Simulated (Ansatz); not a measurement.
# AlH3S, SMILES [AlH2][SH]: an active-space calculation

Program: Ansatz's Python interface.

Notebook, run cell by cell (the value of a cell's last expression is shown):

```python
import ansatz
from ase import Atoms
```

```python
BASIS_SET = 'cc-pVDZ'
```

```python
atoms = Atoms(['Al', 'S', 'H', 'H', 'H'], positions=[
    [-0.5802, 0.0681, -0.1841],
    [1.1915, 0.3773, 1.1232],
    [-1.7529, -0.9939, 0.1516],
    [-0.7444, 1.04, -1.4938],
    [1.936, -0.5651, 0.3616],
])
geometry = ansatz.Crystal.molecule_from_ase(atoms)
```

```python
calc = geometry.calculation()
calc = calc.basis(gaussian=BASIS_SET)
calc = calc.correlation(active_electrons=6, active_orbitals=6)
for method in ['sc_nevpt2']:
    report = (calc if method is None else calc.correlation(method)).run(threads=1, backend='cpu').report
    space = report['configurations']
    state = space['states'][0]
    print(method or 'casscf', f'total {report["free_energy_ev"] / 27.211386246:.6f} Ha, active-space state {state["energy"]["hartree"]:.6f} Ha, mean field {report["reference_energy_ev"] / 27.211386246:.6f} Ha')
    print('  determinants', state['n_determinants'], ' natural occupations', [round(n, 3) for n in space['natural_occupations']])
print('effectively unpaired electrons, sum of min(n, 2 - n):', round(sum(min(n, 2 - n) for n in space['natural_occupations']), 3))
```

    sc_nevpt2 total -641.414765 Ha, active-space state -641.258111 Ha, mean field -641.212142 Ha
      determinants 400  natural occupations [1.981, 1.972, 1.97, 0.031, 0.03, 0.016]
    effectively unpaired electrons, sum of min(n, 2 - n): 0.156

Reading the output:
- Total energies depend on the basis set; only differences at equal settings carry meaning.
- The geometry is a force-field or estimated start, not a minimum of this method, and the basis set is short of its limit. The active space starts as a window about the frontier orbitals and is then optimised, not chosen by chemistry.
- It ran for 2.7 s on 1 thread of Intel(R) Xeon(R) Platinum 8488C (Sapphire Rapids), on a shared host, peak memory 0.18 GiB.

(Lines on the test bed's own set-up are left out of the output.)
